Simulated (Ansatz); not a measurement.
# C3H6N2O: the cost of one run

Method: the settings change from run to run; program: Ansatz 0.2.0, Gaussian basis.

## 1. The relaxed structure

An earlier PBE0-D4 in a triple-zeta def2 set relaxation fixed the geometry.

SMILES `C=N/C(O)=N\C`, 12 atoms, charge 0, spin multiplicity 1.

Atoms are counted from 1 here; the program's logs count them from 0.

Bond lengths: C1–N2 1.266 Å, C1–H7 1.092 Å, C1–H8 1.089 Å, N2–C3 1.398 Å, C3–O4 1.352 Å, C3–N5 1.261 Å, O4–H9 0.965 Å, N5–C6 1.437 Å, C6–H10 1.093 Å, C6–H11 1.094 Å, C6–H12 1.094 Å. Angles: N2–C1–H7 123.8°, N2–C1–H8 118.1°, H7–C1–H8 118.2°, C1–N2–C3 118.9°, N2–C3–O4 115.7°, N2–C3–N5 125.0°, O4–C3–N5 119.4°, C3–O4–H9 105.4°, C3–N5–C6 120.9°, N5–C6–H10 113.8°, N5–C6–H11 108.8°, N5–C6–H12 108.9°, H10–C6–H11 109.3°, H10–C6–H12 109.2°, H11–C6–H12 106.5°.

Geometry (Å):

```xyz
12
charge 0, multiplicity 1
C     0.2972   -1.9716   -0.9427
N     0.3908   -0.7411   -0.6612
C    -0.4169   -0.2159    0.3515
O    -1.2714   -1.0893    0.9308
N    -0.3977    0.9823    0.7426
C     0.4976    1.9374    0.1494
H    -0.3834   -2.6596   -0.4375
H     0.9330   -2.3659   -1.7342
H    -1.7472   -0.5782    1.5974
H     1.1110    1.5267   -0.6563
H    -0.0869    2.7786   -0.2340
H     1.1510    2.3414    0.9283
```

## 2. B2PLYP/6-31G*

Options: charge +1, multiplicity 2.

Contents of in.yaml:

```yaml
crystal:
  periodic: [false, false, false]
  atoms:
    - {symbol: C, position_ang: [0.297182, -1.971552, -0.942732]}
    - {symbol: N, position_ang: [0.390794, -0.741081, -0.661239]}
    - {symbol: C, position_ang: [-0.416903, -0.215936, 0.351532]}
    - {symbol: O, position_ang: [-1.271371, -1.089292, 0.930835]}
    - {symbol: N, position_ang: [-0.397734, 0.982349, 0.742621]}
    - {symbol: C, position_ang: [0.497597, 1.937412, 0.149427]}
    - {symbol: H, position_ang: [-0.383395, -2.659642, -0.437508]}
    - {symbol: H, position_ang: [0.933002, -2.365942, -1.734189]}
    - {symbol: H, position_ang: [-1.747232, -0.578183, 1.597429]}
    - {symbol: H, position_ang: [1.110976, 1.526739, -0.656313]}
    - {symbol: H, position_ang: [-0.086931, 2.778634, -0.233970]}
    - {symbol: H, position_ang: [1.151015, 2.341396, 0.928307]}
basis:
  gaussian: {orbitals: "6-31G*"}
total_charge: 1
magnetization: {spin_polarized: true, initial_magnetization: 1}
hamiltonian: {xc: {name: B2PLYP}}
output: {forces: true}
```

Started as:

```sh
$ ansatz run in.yaml --threads 4 --pin off --events-out ev --progress --plain --max-ram 10444MiB
```

**Question.** How long does this run take on 4 threads of Arm Neoverse V1, shared host, and how much memory does it need?

About 13 s, with a peak of 0.37 GiB.
